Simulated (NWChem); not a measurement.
# dimethyl ether (C2H6O); SMILES COC

Computed with NWChem. All runs use the structure optimised with PBE0/def2-SVP. Total energies compare along this basis series because the functional is fixed.

```
level             basis functions  energy (Ha)  highest occupied level (eV)  orbital gap (eV)  dipole (D)
----------------  ---------------  -----------  ---------------------------  ----------------  ----------
PBE0/3-21G                     39    -153.9862                        -6.85             10.23        1.41
PBE0/pcseg-1                   72    -154.8092                          ___               ___         ___
PBE0/aug-pcseg-1              123    -154.8194                        -7.47              7.42        1.17
PBE0/pcseg-2                  174    -154.9033                        -7.46              8.16        1.20
PBE0/def2-TZVPP               177    -154.9047                        -7.43              8.82        1.15
```

Task: Some entries are withheld; supply them.

Result: 
- PBE0/pcseg-1, highest occupied level (eV): -7.37
- PBE0/pcseg-1, orbital gap (eV): 8.96
- PBE0/pcseg-1, dipole (D): 1.33
